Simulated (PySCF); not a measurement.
# Computed NMR parameters against published values

Mapped SMILES: `[CH2:1]=[CH:2][C:3](=[O:4])[F:5]`. Each H is labelled by its parent atom. Ha(C1) is cis to C3; Hb(C1) is trans to C3.

- shieldings: GIAO B97-2/pcSseg-2
- geometry from PBE0-D3(BJ)/def2-TZVP
- spin–spin couplings from B3LYP/pcJ-2
- code: PySCF 2.14.0 with density-fitted response routines
- non-relativistic, in vacuum, a single conformation

Reference values: measured (solution, not stated per compound (mostly CDCl3 or CCl4); Pretsch, Buehlmann, Badertscher, Structure Determination of Organic Compounds, 4th ed. (2009)).
```csv
atoms,quantity,reference,computed,"computed, scaled"
Ha(C1),δ 1H,6.60,7.22,6.92
Hb(C1),δ 1H,6.25,6.43,6.17
H(C2),δ 1H,6.14,6.37,6.12
```

Reference values: measured (solution; E. Pretsch, P. Bühlmann, M. Badertscher, Structure Determination of Organic Compounds, 4th ed., Springer 2009).
```json
{"atoms": "F5", "quantity": "δ 19F vs CFCl3", "reference": "24.0", "computed": "37.3", "computed, scaled": "30.2"}
```

Computed shifts are σ(ref) − σ with the named reference compound (TMS for H and C) calculated as an isolated molecule at the same level. The measured values may be among those fitted. Shieldings were converted by linear fits to measured shifts (mostly CDCl3, TMS scale, for H and C): 1H (scatter 0.14 ppm rms, 0.16 ppm with the 4 outliers that the fit left out); 19F (scatter 4.8 ppm rms, 5.6 ppm with the 3 outliers that the fit left out vs CFCl3, solution or neat liquid, with a term for F on sp3 carbon). Occasional misses reach two or three times the rms, and more in compound classes unlike the fitted ones.

Coupling constants in Hz:
| coupling | reference | computed | source |
| --- | --- | --- | --- |
| 3J(H(C2),Hb(C1)) cis | 10.7 | 12.2 | measured; solution (compiled); Pretsch, Buehlmann, Badertscher, Structure Determination of Organic Compounds, 4th ed., Springer 2009 |
| 3J(H(C2),Ha(C1)) trans | 17.3 | 19.2 | measured; solution (compiled); Pretsch, Buehlmann, Badertscher, Structure Determination of Organic Compounds, 4th ed., Springer 2009 |
| 2J(Ha(C1),Hb(C1)) | 0.8 | 2.6 | measured; solution (compiled); Pretsch, Buehlmann, Badertscher, Structure Determination of Organic Compounds, 4th ed., Springer 2009 |

How far are the unscaled 1H shifts from the references?

## Answers

Mean signed difference +0.34 ppm, mean absolute 0.34 ppm over 3 comparisons; the largest is +0.62 ppm at Ha(C1) (hydrogen on a β carbon of a C=C–C=O unit).
